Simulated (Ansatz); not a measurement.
Input file:

```yaml
crystal:
  periodic: [false, false, false]
  atoms:
    - {symbol: Si, position_ang: [0.000000, 0.030650, 0.526970]}
    - {symbol: C, position_ang: [0.000000, -0.131335, -1.333717]}
    - {symbol: H, position_ang: [0.000000, 1.348427, 1.227799]}
    - {symbol: H, position_ang: [1.215343, -0.735078, 0.927610]}
    - {symbol: H, position_ang: [-1.215343, -0.735078, 0.927610]}
    - {symbol: H, position_ang: [0.000000, 0.832681, -1.873946]}
basis:
  gaussian: {orbitals: STO-3G}
total_charge: 1
magnetization: {spin_polarized: false, initial_magnetization: 1}
correlation: {active_space: {ras: {orbitals: [5, 1, 6], electrons: 11, max_holes: 3, max_particles: 3}, fixed_orbitals: true}}
```

```sh
$ ansatz run in.yaml --threads 1 --pin off --events-out ev --progress --plain --max-ram 2393MiB
```

Log:

```
211 factors; integrals over basis functions are off by at most 3.2e-5 eV
mean field evaluation 1: about -8840.9250 eV, gradient 1.2e1 eV
mean field evaluation 2: about -8840.9424 eV, gradient 1.1e1 eV
mean field evaluation 4: about -8842.0339 eV, gradient 1.0e0 eV
mean field evaluation 8: about -8842.0449 eV, gradient 8.1e-3 eV
mean field -8842.04494800 eV, -324.9391584858 hartree, gradient 8.9e-6 eV, S^2 0.750000; 0 other end points of the search recorded, 0 dependent functions left out
reference -8842.04494800 eV, -324.9391584858 hartree; 12, 11 occupied and 6, 7 virtual orbitals, 211 factors
state -8844.90362963 eV, -325.0442130981 hartree
Total energy: -8844.90362963 eV, -325.0442130981 hartree
```

Natural occupations: 1.9841 1.9774 1.9664 1.9603 1.9527 0.9993 0.0479 0.0340 0.0244 0.0195 0.0180 0.0161.

Ran on 1 thread of Intel Xeon, shared host: 1.4 s wall, 0.21 GiB peak host memory.
